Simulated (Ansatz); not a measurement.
in.yaml

```yaml
crystal:
  periodic: [false, false, false]
  atoms:
    - {symbol: C, position_ang: [-0.130979, 0.000000, 0.000000]}
    - {symbol: H, position_ang: [0.780379, 0.000000, -0.604359]}
    - {symbol: H, position_ang: [0.780379, 0.000000, 0.604359]}
basis:
  gaussian: {orbitals: aug-cc-pVDZ}
total_charge: 1
magnetization: {spin_polarized: false, initial_magnetization: 1}
correlation: {method: bccd, electrons: outside_noble_gas, diis_vectors: 4}
scf: {lower_state_search: off}
output: {forces: true}
```

```sh
$ ansatz run in.yaml --threads 1 --pin off --events-out ev --progress --plain --max-ram 2393MiB
```

The program prints:

```
these checks for a lower state are left out or cut short: starts, cluster_reference, orbital_swaps, neighbouring_geometries, increment
407 factors; integrals over basis functions are off by at most 1.0e-3 eV
mean field evaluation 1: about -1045.8557 eV, gradient 9.5e0 eV
mean field evaluation 2: about -1045.8557 eV, gradient 9.5e0 eV
mean field evaluation 4: about -1046.4441 eV, gradient 5.1e-1 eV
mean field evaluation 8: about -1046.4467 eV, gradient 6.8e-5 eV
mean field -1046.44668130 eV, -38.4562062309 hartree, gradient 1.2e-6 eV, S^2 0.750000; 0 other end points of the search recorded, 0 dependent functions left out
1 core orbitals not correlated: weight in the atoms' cores, before any rotation towards them, 1.000 or more for the frozen orbitals, at most 0.000 for the correlated occupied ones
reference -1046.44668130 eV, -38.4562062309 hartree; 3, 2 occupied and 37, 38 virtual orbitals, 407 factors
second order -2.23695259 eV of doubles, -0.03955439 eV of singles
cycle   1  -2.70643344 eV  change   -4.3e-1 eV  update   4.4e-2
cycle   2  -2.86301062 eV  change   -1.6e-1 eV  update   1.8e-2
cycle   3  -2.87307621 eV  change   -1.0e-2 eV  update   5.8e-3
cycle   4  -2.87452390 eV  change   -1.4e-3 eV  update   1.8e-3
cycle   5  -2.87479073 eV  change   -2.7e-4 eV  update   6.9e-4
cycle   6  -2.87504043 eV  change   -2.5e-4 eV  update   2.7e-4
cycle   7  -2.87512720 eV  change   -8.7e-5 eV  update   1.1e-4
cycle   8  -2.87511000 eV  change    1.7e-5 eV  update   3.3e-5
cycle   9  -2.87508535 eV  change    2.5e-5 eV  update   1.4e-5
cycle  10  -2.87507365 eV  change    1.2e-5 eV  update   6.0e-6
cycle  11  -2.87507098 eV  change    2.7e-6 eV  update   2.2e-6
cycle  12  -2.87507070 eV  change    2.9e-7 eV  update   9.4e-7
cycle  13  -2.87507035 eV  change    3.5e-7 eV  update   4.4e-7
the calculation of the forces begins
Total energy: -1049.32175165 eV, -38.5618631174 hartree
Atom 0 at    -0.130979     0.000000     0.000000 Å, force     2.405605    -0.000000     0.000000 eV/Å
Atom 1 at     0.780379     0.000000    -0.604359 Å, force    -1.202802     0.000000    -5.400822 eV/Å
Atom 2 at     0.780379     0.000000     0.604359 Å, force    -1.202802    -0.000000     5.400822 eV/Å
Dipole moment:     0.172816    -0.000000    -0.000000 e Å
Checks for a lower state left out: starts, cluster_reference, orbital_swaps, neighbouring_geometries, increment
```

Forces (eV/Å):
```
C    2.406  0.000  0.000
H   -1.203  0.000 -5.401
H   -1.203  0.000  5.401
```

Ran on 1 thread of Arm Neoverse V2, shared host: 1.4 s wall, 0.15 GiB peak host memory.
